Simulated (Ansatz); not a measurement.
This script for the Python package of Ansatz (0.2.0) starts 6 runs on H3NOSi, SMILES N[Si]O. What input does the engine get in each?

`run_field.py`
```python
"""Response of H3NOSi to a pair of distant point charges."""

import ansatz as az
from ase import Atoms
import numpy as np


def main() -> None:
    atoms = Atoms(["N", "Si", "O", "H", "H", "H"], positions=[
        [-0.8213, -0.0076, -0.2625],
        [0.6374, -0.6158, -0.6793],
        [1.4889, -0.1964, 0.6419],
        [-1.4774, -0.1264, -1.0139],
        [-0.7999, 1.0436, -0.215],
        [1.0145, -0.1612, 1.4826],
    ])
    molecule = az.Crystal.molecule_from_ase(atoms)

    setup = molecule.calculation().basis(gaussian="def2-SVPD").correlation("MP2").forces()
    # charges +q and -q at -R and +R make a nearly even field 2 k q / R^2 at the centre
    centre = np.mean([site.position_ang for site in molecule.cartesian_sites], axis=0)
    field = 2 * 14.399645 * 4.0 / 25.0 ** 2


    def dipole(axis, sign):
        arm = 25.0 * np.eye(3)[axis]
        pair = [{"charge": sign * 4.0, "position_ang": (centre - arm).tolist()}, {"charge": -sign * 4.0, "position_ang": (centre + arm).tolist()}]
        deck = setup.input().set(az.key.basis.gaussian.point_charges, pair)
        return np.array(az.Session.from_dict(deck).plan().execute().report["charge_distribution"]["dipole_moment_e_ang"])


    print(f"field {field:.4f} V/A")
    alpha = np.array([(dipole(axis, 1) - dipole(axis, -1)) / (2 * field) * 14.399645 for axis in range(3)])
    print("polarisability tensor (A^3)")
    print(np.array2string(alpha, precision=3, suppress_small=True))
    print(f"mean {np.trace(alpha) / 3:.3f} A^3 = {np.trace(alpha) / 3 / 0.14818471:.2f} bohr^3")


if __name__ == "__main__":
    main()
```

Run 1:
```yaml
crystal:
  periodic: [false, false, false]
  atoms:
    - { symbol: "N", position_ang: [-0.8213, -0.0076, -0.2625] }
    - { symbol: Si, position_ang: [0.6374, -0.6158, -0.6793] }
    - { symbol: O, position_ang: [1.4889, -0.1964, 0.6419] }
    - { symbol: H, position_ang: [-1.4774, -0.1264, -1.0139] }
    - { symbol: H, position_ang: [-0.7999, 1.0436, -0.215] }
    - { symbol: H, position_ang: [1.0145, -0.1612, 1.4826] }
basis:
  gaussian:
    orbitals: def2-SVPD
    point_charges:
      - { charge: 4.0, position_ang: [-24.992966666666668, -0.010633333333333347, -0.00770000000000004] }
      - { charge: -4.0, position_ang: [25.007033333333332, -0.010633333333333347, -0.00770000000000004] }
correlation:
  method: mp2
output:
  forces: true
```

Run 2, against run 1:
```diff
-      - { charge: 4.0, position_ang: [-24.992966666666668, -0.010633333333333347, -0.00770000000000004] }
-      - { charge: -4.0, position_ang: [25.007033333333332, -0.010633333333333347, -0.00770000000000004] }
+      - { charge: -4.0, position_ang: [-24.992966666666668, -0.010633333333333347, -0.00770000000000004] }
+      - { charge: 4.0, position_ang: [25.007033333333332, -0.010633333333333347, -0.00770000000000004] }
```

Run 3, against run 1:
```diff
-      - { charge: 4.0, position_ang: [-24.992966666666668, -0.010633333333333347, -0.00770000000000004] }
-      - { charge: -4.0, position_ang: [25.007033333333332, -0.010633333333333347, -0.00770000000000004] }
+      - { charge: 4.0, position_ang: [0.007033333333333262, -25.010633333333335, -0.00770000000000004] }
+      - { charge: -4.0, position_ang: [0.007033333333333262, 24.989366666666665, -0.00770000000000004] }
```

Run 4, against run 1:
```diff
-      - { charge: 4.0, position_ang: [-24.992966666666668, -0.010633333333333347, -0.00770000000000004] }
-      - { charge: -4.0, position_ang: [25.007033333333332, -0.010633333333333347, -0.00770000000000004] }
+      - { charge: -4.0, position_ang: [0.007033333333333262, -25.010633333333335, -0.00770000000000004] }
+      - { charge: 4.0, position_ang: [0.007033333333333262, 24.989366666666665, -0.00770000000000004] }
```

Run 5, against run 1:
```diff
-      - { charge: 4.0, position_ang: [-24.992966666666668, -0.010633333333333347, -0.00770000000000004] }
-      - { charge: -4.0, position_ang: [25.007033333333332, -0.010633333333333347, -0.00770000000000004] }
+      - { charge: 4.0, position_ang: [0.007033333333333262, -0.010633333333333347, -25.0077] }
+      - { charge: -4.0, position_ang: [0.007033333333333262, -0.010633333333333347, 24.9923] }
```

Run 6, against run 1:
```diff
-      - { charge: 4.0, position_ang: [-24.992966666666668, -0.010633333333333347, -0.00770000000000004] }
-      - { charge: -4.0, position_ang: [25.007033333333332, -0.010633333333333347, -0.00770000000000004] }
+      - { charge: -4.0, position_ang: [0.007033333333333262, -0.010633333333333347, -25.0077] }
+      - { charge: 4.0, position_ang: [0.007033333333333262, -0.010633333333333347, 24.9923] }
```

`python run_field.py` gives:
```text
field 0.1843 V/A
polarisability tensor (A^3)
[[ 6.815 -0.324  0.192]
 [-0.323  6.173  0.2  ]
 [ 0.192  0.2    6.448]]
mean 6.479 A^3 = 43.72 bohr^3
```

The geometry is a force-field or estimated start, not a minimum of this method, and the basis set is short of its limit. The field of two point charges is only nearly even. The whole script took 14 s on 1 thread of Arm Neoverse V1 (shared host), peak memory 0.25 GiB.
